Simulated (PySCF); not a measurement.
Calculation: B3LYP-D3(BJ)/def2-TZVP // BP86-D3(BJ)/def2-SVP run with PySCF 2.14.0. All species are isolated molecules in the gas phase. B3LYP has the VWN-RPA correlation part, as in Gaussian. 

Reference species (SMILES): `[S+]#[C-]` (neutral, multiplicity 1).

```yaml
LUMO: -2.65 eV
HOMO–LUMO gap: 6.05 eV
HOMO: -8.70 eV
```

After one change: the LUMO increases by 2.41 eV; the HOMO–LUMO gap goes up by 1.31 eV; the HOMO rises by 1.10 eV.

Which change was made? The new species is one of these.
A. `C#N`
B. `c1ccncc1`
C. `C=C`

C, `C=C`
